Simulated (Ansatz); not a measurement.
**B2H2+ (doublet): wave-function methods side by side, cc-pVDZ**

How much of the correlation energy of B2H2+ (doublet) does each wave-function method recover here?

The runs use Ansatz 0.2.0, Gaussian basis; cc-pVDZ, core rule «outside noble gas», up to 2 orbitals frozen.

The runs, in order: UHF; CCSD(T) on ROHF; CCSD(T) on UHF; BCCD(T) on ROHF; CISD; CCSDT(Q) on ROHF; CCSDT(Q) on UHF; CISDTQ; CCSDTQ on ROHF; CCSDTQ on UHF; CASSCF and MRCISD+Q, 7 electrons in 10 orbitals; CASSCF and NEVPT2, 7 electrons in 10 orbitals.

4 further runs of the same task are left out: 4 set aside as unsound or not needed.

## Step 1: The system

The geometry is a PBE0/def2-TZVP stationary point (not a proven minimum) of the parent state, kept for this charge and spin.

4 atoms, charge 1, spin multiplicity 2.

Atoms are counted from 1 here; the program's logs count them from 0.

Bond lengths: B1–B2 1.762 Å, B1–H3 1.199 Å, B1–H4 1.199 Å. Angles: B2–B1–H3 121.3°, B2–B1–H4 121.3°, H3–B1–H4 117.3°.

## Step 2: UHF

in.yaml

```yaml
crystal:
  periodic: [false, false, false]
  atoms:
    - {symbol: B, position_ang: [0.000000, 0.000000, 0.752901]}
    - {symbol: B, position_ang: [0.000000, 0.000000, -1.009563]}
    - {symbol: H, position_ang: [0.000000, 1.023985, 1.376457]}
    - {symbol: H, position_ang: [0.000000, -1.023985, 1.376457]}
basis:
  gaussian: {orbitals: cc-pVDZ}
total_charge: 1
magnetization: {spin_polarized: true, initial_magnetization: 1}
hamiltonian: {xc: hf}
output: {orbitals: {seedname: orbitals}}
```

The run is started by

```sh
$ ansatz run in.yaml --threads 1 --pin off --events-out ev --progress --plain --max-ram 2560MiB --backend cpu
```

After this run come: CCSD(T) on ROHF; CCSD(T) on UHF; BCCD(T) on ROHF; CISD; CCSDT(Q) on ROHF; CCSDT(Q) on UHF; CISDTQ; CCSDTQ on ROHF; CCSDTQ on UHF; CASSCF and MRCISD+Q, 7 electrons in 10 orbitals; CASSCF and NEVPT2, 7 electrons in 10 orbitals.

**Question.** What will the summary of the whole plan be? Wanted: UCCSDTQ below the RHF energy; RMP2 from UCCSDTQ; UMP2 from UCCSDTQ; RCCSD from UCCSDTQ; RCCSD(T) from UCCSDTQ; UCCSD(T) from UCCSDTQ; RCCSDT(Q) from UCCSDTQ; UCCSDT(Q) from UCCSDTQ; NEVPT2 valence from UCCSDTQ.

As calculated:

| quantity | value |
| --- | --- |
| UCCSDTQ below the RHF energy | -3.8186 eV |
| RMP2 from UCCSDTQ | +98.1 kJ/mol |
| UMP2 from UCCSDTQ | +96.7 kJ/mol |
| RCCSD from UCCSDTQ | +10.9 kJ/mol |
| RCCSD(T) from UCCSDTQ | +2.8 kJ/mol |
| UCCSD(T) from UCCSDTQ | +2.7 kJ/mol |
| RCCSDT(Q) from UCCSDTQ | +0.1 kJ/mol |
| UCCSDT(Q) from UCCSDTQ | 0.0 kJ/mol |
| NEVPT2 valence from UCCSDTQ | +46.6 kJ/mol |
| MRCISD+Q valence from UCCSDTQ | +2.7 kJ/mol |
| levels within 1 kcal/mol (43 meV) | RCCSD(T), UCCSD(T), BCCD(T), RCCSDT, UCCSDT, CISDTQ, RCCSDT(Q), UCCSDT(Q), RCCSDTQ, MRCISD+Q valence |
| T1 diagnostic | 0.029 |
| effectively unpaired electrons | 1.03 |

RCCSD(T) lands +2.8 kJ/mol from the yardstick (0.8 % of the correlation energy). One determinant dominates. Of the multireference levels listed MRCISD+Q valence comes nearest in total energy (+2.7 kJ/mol), which doesn't show that its space is the better one. These misses are within one basis, not against nature; the frozen cores of restricted and unrestricted runs differ, which can shift their rows.
